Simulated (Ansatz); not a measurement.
# C3H6 (built from SMILES C[C]C): functionals against CCSD(T) at one geometry

An exercise on one series of results from a longer session: the logs are not shown, and one member is left open.

The runs use Ansatz 0.2.0, Gaussian basis; single points in def2-TZVPP.

Correlated methods freeze the cores. B3LYP uses VWN-RPA correlation.

## Starting geometry

9 atoms, charge 0, spin multiplicity 1.

Atoms are counted from 1 here; the program's logs count them from 0.

Bond lengths: H1–C2 1.279 Å, H1–C3 1.324 Å, C2–C3 1.427 Å, C2–H5 1.091 Å, C2–H6 1.091 Å, C3–C4 1.507 Å, C4–H7 1.078 Å, C4–H8 1.070 Å, C4–H9 1.128 Å. Angles: C2–H1–C3 66.5°, H1–C2–C3 58.3°, H1–C2–H5 120.5°, H1–C2–H6 103.2°, C3–C2–H5 124.7°, C3–C2–H6 118.4°, H5–C2–H6 115.2°, H1–C3–C2 55.2°, H1–C3–C4 111.6°, C2–C3–C4 114.4°, C3–C4–H7 114.9°, C3–C4–H8 109.4°, C3–C4–H9 105.8°, H7–C4–H8 113.1°, H7–C4–H9 106.4°, H8–C4–H9 106.6°.

Coordinates:

```xyz
9

H    -0.80760    0.51680   -1.01140
C     0.46960    0.54880   -1.06430
C    -0.23060   -0.55510   -0.49090
C    -0.29030   -0.54160    1.01520
H     1.02940    1.29180   -0.49520
H     0.67500    0.53290   -2.13530
H     0.13300    0.33490    1.47740
H    -1.29200   -0.74140    1.33300
H     0.33670   -1.41560    1.35470
```

Set-up of the first run:

Input file run/in.yaml:

```yaml
crystal:
  periodic: [false, false, false]
  atoms:
    - {symbol: H, position_ang: [-0.807600, 0.516800, -1.011400]}
    - {symbol: C, position_ang: [0.469600, 0.548800, -1.064300]}
    - {symbol: C, position_ang: [-0.230600, -0.555100, -0.490900]}
    - {symbol: C, position_ang: [-0.290300, -0.541600, 1.015200]}
    - {symbol: H, position_ang: [1.029400, 1.291800, -0.495200]}
    - {symbol: H, position_ang: [0.675000, 0.532900, -2.135300]}
    - {symbol: H, position_ang: [0.133000, 0.334900, 1.477400]}
    - {symbol: H, position_ang: [-1.292000, -0.741400, 1.333000]}
    - {symbol: H, position_ang: [0.336700, -1.415600, 1.354700]}
basis:
  gaussian: {orbitals: def2-TZVPP}
correlation: {method: ccsd_t}
output: {forces: true}
```

The command line of these runs was not kept.

Steps of the session up to this table: CCSD(T)/def2-TZVPP; PBE0-D4/def2-TZVPP; wB97M-V/def2-TZVPP; r2SCAN-D4/def2-TZVPP; PBE-D4/def2-TZVPP; r2SCAN0-D4/def2-TZVPP; B3LYP-D4/def2-TZVPP.

One table of the session follows, with a row left open; its other results are not shown here.

| method | RMS force component (eV/Å) | angle to CCSD(T) forces (°) | dipole (D) |
| --- | --- | --- | --- |
| CCSD(T) | 0.517 | reference | 2.18 |
| PBE0-D4 | ? | ? | ? |
| wB97M-V | 0.600 | 12.3 | 2.21 |
| r2SCAN-D4 | 0.591 | 13.2 | 2.10 |
| PBE-D4 | 0.596 | 18.2 | 2.01 |
| r2SCAN0-D4 | 0.633 | 17.2 | 2.18 |
| B3LYP-D4 | 0.598 | 12.9 | 2.12 |

**Question.** Estimate the row for PBE0-D4.

As computed: RMS force component (eV/Å): 0.625; angle to CCSD(T) forces (°): 15.4; dipole (D): 2.15. In the column «RMS force component (eV/Å)» it lies between wB97M-V (0.600) and r2SCAN0-D4 (0.633).
